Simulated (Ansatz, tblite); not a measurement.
# [B(OMe)H3]- (CH6BO−): rung by rung

Aim: run the singlet of [B(OMe)H3]- (CH6BO−) at one geometry on many levels, and compare frontier levels, spin and run time.

Program: Ansatz 0.2.0, Gaussian basis. Level of theory: as each input shows. These are calculated values, not measurements.

Plan: GFN1-xTB, GFN2-xTB, PBE-D4/def2-TZVPD, r2SCAN-D4/def2-TZVPD, r2SCANh-D4/def2-TZVPD, LC-ωPBE/def2-TZVPD, B97M-V/def2-TZVPD, B2PLYP/def2-TZVPD, LDA/def2-TZVPD, PBE-QIDH/def2-TZVPD, ωB97X-V/def2-TZVPD, PBE-D4/def2-SVPD, PBE0-D4/def2-SVPD, CCSD(T)/def2-TZVPPD, MP2/def2-TZVPD, RPA/def2-TZVPD.

1 further run of the same task is left out (it didn't finish). Runs told in other sessions of the task aren't counted.

### 1 The geometry

The geometry is that of the singlet, from an earlier relaxation (PBE-D4/def2-TZVPD).

9 atoms, charge -1, spin multiplicity 1.

Bond lengths: B1–O2 1.507 Å, B1–H7 1.257 Å, B1–H8 1.240 Å, B1–H9 1.257 Å, O2–C3 1.385 Å, C3–H4 1.119 Å, C3–H5 1.111 Å, C3–H6 1.119 Å. Angles: O2–B1–H7 110.5°, O2–B1–H8 108.3°, O2–B1–H9 110.4°, H7–B1–H8 109.9°, H7–B1–H9 107.8°, H8–B1–H9 109.9°, B1–O2–C3 113.2°, O2–C3–H4 112.6°, O2–C3–H5 110.1°, O2–C3–H6 112.6°, H4–C3–H5 107.7°, H4–C3–H6 105.8°, H5–C3–H6 107.7°.

The ion is computed in the gas phase, without counter-ions or solvent.

PBE0-D4/def2-TZVPD was run before; its log isn't repeated, and its numbers join the tables.

### 2 GFN1-xTB

Tight binding, by tblite at 300 K electronic temperature and without a spin-polarisation term:

```python
tblite.interface.Calculator('GFN1-xTB', numbers, positions, charge=-1, uhf=0).singlepoint()
```

Energy -316.8086 eV, HOMO -4.35 eV, LUMO 1.54 eV; 0.007 s.

### 3 GFN2-xTB

Tight binding, by tblite at 300 K electronic temperature and without a spin-polarisation term:

```python
tblite.interface.Calculator('GFN2-xTB', numbers, positions, charge=-1, uhf=0).singlepoint()
```

Energy -291.3902 eV, HOMO -4.14 eV, LUMO 7.76 eV; 0.004 s.

### 4 PBE-D4/def2-TZVPD

start.molden holds the orbitals of an earlier run on this state, given as this run's starting guess.

in.yaml

```yaml
crystal:
  periodic: [false, false, false]
  atoms:
    - {symbol: B, position_ang: [-0.390613, 0.623755, -0.962958]}
    - {symbol: O, position_ang: [-0.360740, 0.566596, 0.542862]}
    - {symbol: C, position_ang: [0.330132, -0.528626, 1.033543]}
    - {symbol: H, position_ang: [-0.109400, -1.500776, 0.695676]}
    - {symbol: H, position_ang: [0.319685, -0.521216, 2.144140]}
    - {symbol: H, position_ang: [1.399343, -0.545533, 0.703494]}
    - {symbol: H, position_ang: [0.778030, 0.678872, -1.423794]}
    - {symbol: H, position_ang: [-1.026419, 1.632898, -1.302089]}
    - {symbol: H, position_ang: [-0.940039, -0.405971, -1.430874]}
basis:
  gaussian: {orbitals: def2-TZVPD, initial_orbitals: start.molden}
total_charge: -1
hamiltonian: {xc: pbe, dispersion: d4}
scf: {omitted_lower_state_checks: [starts]}
output: {orbitals: {seedname: orbitals}}
```

The run is started by

```bash
ansatz run in.yaml --threads 4 --pin off --events-out ev --progress --plain --max-ram 3916MiB
```

After this run come: r2SCAN-D4/def2-TZVPD; r2SCANh-D4/def2-TZVPD; LC-ωPBE/def2-TZVPD; B97M-V/def2-TZVPD; B2PLYP/def2-TZVPD; LDA/def2-TZVPD; PBE-QIDH/def2-TZVPD; ωB97X-V/def2-TZVPD; PBE-D4/def2-SVPD; PBE0-D4/def2-SVPD; CCSD(T)/def2-TZVPPD; MP2/def2-TZVPD; RPA/def2-TZVPD.

Before running them: what should the planned runs give, taken together? Wanted: gap in def2-TZVPD, named functionals, smallest and largest; correlation energy, CCSD(T)/def2-TZVPPD; correlation energy, MP2/def2-TZVPD; PBE0 total energy, smallest basis above largest.

The runs gave:

```
                                                  quantity                                value
gap in def2-TZVPD, named functionals, smallest and largest  3.23 eV (PBE-D4), 8.64 eV (LC-ωPBE)
                   correlation energy, CCSD(T)/def2-TZVPPD                            -17.06 eV
                        correlation energy, MP2/def2-TZVPD                            -15.17 eV
           PBE0 total energy, smallest basis above largest      4.13 eV (def2-SVPD, def2-TZVPD)
```

Over the named functionals in def2-TZVPD the gap runs from 3.23 eV (PBE-D4) to 8.64 eV (LC-ωPBE); exact exchange widens it. LDA, PBE-D4, r2SCAN-D4 put the HOMO above zero; others here keep it below zero, so the sign hangs on the functional's self-interaction and doesn't show that the species is unbound.
